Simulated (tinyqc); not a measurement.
UHF in the sto-3g basis, for H2O+, spin multiplicity 2, step by step. This run ends on a higher stationary point, not on the lowest solution. One step of it, computed by the program tinyqc.

Question. Iteration 1: diagonalisation and new density. Diagonalise F' = X^T F X, C = X C', fill 5 alpha and 4 beta electrons from the bottom; D(s) = C_occ C_occ^T. Each column has its largest component positive (the first on a tie).

F(alpha) (hartree), order 1O 1s, 1O 2s, 1O 2px, 1O 2py, 1O 2pz, 2H 1s, 3H 1s:
```
[[-25.251763, -5.981807, 0.000000, -0.000647, -0.026072, -1.129709, -1.044728],
 [-5.981807, -4.052592, 0.000000, 0.010127, 0.121916, -1.266913, -1.197626],
 [0.000000, 0.000000, -2.568900, 0.000000, 0.000000, 0.000000, 0.000000],
 [-0.000647, 0.010127, 0.000000, -2.710999, 0.002776, -0.668006, 0.646154],
 [-0.026072, 0.121916, 0.000000, 0.002776, -2.501914, -0.401370, -0.385900],
 [-1.129709, -1.266913, 0.000000, -0.668006, -0.401370, -1.126865, -0.377747],
 [-1.044728, -1.197626, 0.000000, 0.646154, -0.385900, -0.377747, -1.067692]]
```

F(beta) (hartree), order 1O 1s, 1O 2s, 1O 2px, 1O 2py, 1O 2pz, 2H 1s, 3H 1s:
```
[[-25.224124, -5.940351, 0.000000, -0.001453, -0.026691, -1.118811, -1.034278],
 [-5.940351, -3.867466, 0.000000, -0.012705, 0.115281, -1.208285, -1.134678],
 [0.000000, 0.000000, -2.518983, 0.000000, 0.000000, 0.000000, 0.000000],
 [-0.001453, -0.012705, 0.000000, -1.818346, -0.000212, -0.523424, 0.494056],
 [-0.026691, 0.115281, 0.000000, -0.000212, -2.453439, -0.397830, -0.380852],
 [-1.118811, -1.208285, 0.000000, -0.523424, -0.397830, -1.075607, -0.382331],
 [-1.034278, -1.134678, 0.000000, 0.494056, -0.380852, -0.382331, -1.015895]]
```

X, order 1O 1s, 1O 2s, 1O 2px, 1O 2py, 1O 2pz, 2H 1s, 3H 1s:
```
[[-0.332259, 0.053526, 0.740866, 0.000000, -0.612774, -0.005601, 0.175050],
 [1.076245, -0.136546, -0.278610, 0.000000, -0.288242, -0.009184, 0.447849],
 [0.000000, 0.000000, 0.000000, 1.000000, 0.000000, 0.000000, 0.000000],
 [0.134128, 0.889200, -0.001853, 0.000000, 0.003707, 0.674678, 0.011717],
 [0.467547, -0.059776, 0.658593, 0.000000, 0.644910, -0.005840, 0.196146],
 [-0.801565, -0.691619, -0.173075, 0.000000, 0.142604, 0.372507, 0.389103],
 [-0.553478, 0.868968, -0.179965, 0.000000, 0.146521, -0.395406, 0.370784]]
```

Give: F' = X^T F X; orbital energies; coefficients C; F' = X^T F X; orbital energies; coefficients C; D(alpha) after iteration 1; D(beta) after iteration 1.

Answer.

F' = X^T F X (alpha) (hartree):
```
[[-1.8766, 0.1283, 2.4410, 0.0000, -2.2762, -0.1284, 0.1028],
 [0.1283, -1.2463, -0.4619, 0.0000, 0.4331, -0.9520, -0.0735],
 [2.4410, -0.4619, -12.4436, 0.0000, 9.8810, 0.1230, -4.8246],
 [0.0000, 0.0000, 0.0000, -2.5689, 0.0000, 0.0000, 0.0000],
 [-2.2762, 0.4331, 9.8810, 0.0000, -12.6150, -0.1267, 5.0720],
 [-0.1284, -0.9520, 0.1230, 0.0000, -0.1267, -2.1285, 0.0448],
 [0.1028, -0.0735, -4.8246, 0.0000, 5.0720, 0.0448, -4.2745]]
```

orbital energies (alpha) (hartree): [-25.2518, -2.8540, -2.7373, -2.5689, -2.4660, -0.6648, -0.6105]

coefficients C (alpha), order 1O 1s, 1O 2s, 1O 2px, 1O 2py, 1O 2pz, 2H 1s, 3H 1s:
```
[[1.0000, -0.2349, -0.0165, 0.0000, -0.0891, 0.0695, 0.0080],
 [-0.0002, 1.0138, 0.0727, 0.0000, 0.3985, -0.5855, -0.0606],
 [0.0000, 0.0000, 0.0000, 1.0000, 0.0000, 0.0000, 0.0000],
 [0.0000, -0.0801, 1.0481, 0.0000, 0.0250, -0.0688, 0.3921],
 [0.0009, -0.3070, -0.0445, 0.0000, 0.9708, -0.2661, -0.0290],
 [0.0005, -0.0504, -0.1026, 0.0000, -0.0770, 0.9338, -0.7551],
 [0.0005, -0.0635, 0.0945, 0.0000, -0.0706, 0.6700, 0.9707]]
```

F' = X^T F X (beta) (hartree):
```
[[-1.8110, 0.1603, 2.4242, 0.0000, -2.3013, -0.0801, 0.1768],
 [0.1603, -0.8794, -0.4562, 0.0000, 0.4414, -0.5025, -0.0846],
 [2.4242, -0.4562, -12.4011, 0.0000, 9.9079, 0.1268, -4.8494],
 [0.0000, 0.0000, 0.0000, -2.5190, 0.0000, 0.0000, 0.0000],
 [-2.3013, 0.4414, 9.9079, 0.0000, -12.5618, -0.1210, 5.0340],
 [-0.0801, -0.5025, 0.1268, 0.0000, -0.1210, -1.5514, 0.0427],
 [0.1768, -0.0846, -4.8494, 0.0000, 5.0340, 0.0427, -4.1704]]
```

orbital energies (beta) (hartree): [-25.2242, -2.6894, -2.5190, -2.4018, -1.8194, -0.6579, -0.5824]

coefficients C (beta), order 1O 1s, 1O 2s, 1O 2px, 1O 2py, 1O 2pz, 2H 1s, 3H 1s:
```
[[1.0004, -0.2207, 0.0000, -0.1173, 0.0040, 0.0702, 0.0053],
 [-0.0021, 0.9566, 0.0000, 0.5224, -0.0174, -0.5905, -0.0363],
 [0.0000, 0.0000, 1.0000, 0.0000, 0.0000, 0.0000, 0.0000],
 [0.0000, 0.0150, 0.0000, 0.0121, 1.0160, -0.0606, 0.4772],
 [0.0009, -0.4305, 0.0000, 0.9233, -0.0036, -0.2688, -0.0172],
 [0.0008, -0.0485, 0.0000, -0.0802, -0.0270, 0.9002, -0.8009],
 [0.0008, -0.0433, 0.0000, -0.0764, 0.0301, 0.7122, 0.9451]]
```

D(alpha) after iteration 1, order 1O 1s, 1O 2s, 1O 2px, 1O 2py, 1O 2pz, 2H 1s, 3H 1s:
```
[[1.0634, -0.2751, 0.0000, -0.0007, -0.0127, 0.0209, 0.0201],
 [-0.2751, 1.1918, 0.0000, 0.0049, 0.0723, -0.0893, -0.0856],
 [0.0000, 0.0000, 1.0000, 0.0000, 0.0000, 0.0000, 0.0000],
 [-0.0007, 0.0049, 0.0000, 1.1055, 0.0022, -0.1054, 0.1024],
 [-0.0127, 0.0723, 0.0000, 0.0022, 1.0387, -0.0547, -0.0532],
 [0.0209, -0.0893, 0.0000, -0.1054, -0.0547, 0.0190, -0.0011],
 [0.0201, -0.0856, 0.0000, 0.1024, -0.0532, -0.0011, 0.0180]]
```

D(beta) after iteration 1, order 1O 1s, 1O 2s, 1O 2px, 1O 2py, 1O 2pz, 2H 1s, 3H 1s:
```
[[1.0633, -0.2745, 0.0000, -0.0047, -0.0125, 0.0209, 0.0193],
 [-0.2745, 1.1880, 0.0000, 0.0207, 0.0705, -0.0883, -0.0814],
 [0.0000, 0.0000, 1.0000, 0.0000, 0.0000, 0.0000, 0.0000],
 [-0.0047, 0.0207, 0.0000, 0.0004, 0.0047, -0.0017, -0.0016],
 [-0.0125, 0.0705, 0.0000, 0.0047, 1.0378, -0.0532, -0.0518],
 [0.0209, -0.0883, 0.0000, -0.0017, -0.0532, 0.0088, 0.0082],
 [0.0193, -0.0814, 0.0000, -0.0016, -0.0518, 0.0082, 0.0077]]
```
